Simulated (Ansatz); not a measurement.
Ideal-gas functions of H2MgO, SMILES `[OH][MgH]` at 400 K and 1 bar, from an Ansatz frequency run at PBE0-D4/def2-TZVP.

Molar mass 42.32 g/mol, point group C∞v (symmetry number 1), electronic degeneracy 1, moments of inertia 39.703 u Å². Harmonic wavenumbers (cm⁻¹, unscaled): 123, 123, 336, 336, 778, 1658, 4087.

Use S(trans) = R[1.5 ln M + 2.5 ln T − 1.1517]; rotational temperatures θ = 24.2544 K / I; S(rot) = R[ln(T/σθ) + 1]; for each mode x = 1.438777 ν̃/T, S = R[x/(eˣ − 1) − ln(1 − e⁻ˣ)] and H = RT x/(eˣ − 1); 1 cm⁻¹ = 0.0119627 kJ/mol; R = 8.31446 J/(mol·K).

Question: By hand: the entropy, in J/(mol·K).

Answer: Translation 161.7. Rotation: θ = 0.6109 K, giving 62.2. Vibration, mode by mode: 15.16, 15.16, 7.23, 7.23, 2.03, 0.15, 0.00, in all 47.0. Electronic 0.0. Sum 270.9 J/(mol·K).

Question: By hand: H − E and G − E in kJ/mol, counted from the electronic energy.

Answer: Zero-point energy ½ × 7441 × 0.0119627 = 44.5; thermal vibration 9.4; translation, rotation and pV give 3.5 RT = 11.6. H − E = 65.5 kJ/mol, and G − E = 65.5 − 400 × 270.9/1000 = -42.9 kJ/mol.

Vibration gives 17 % of the entropy, 30.3 J/(mol·K) of it from the modes under 150 cm⁻¹: soft modes count most, and the harmonic formula is weakest for them.
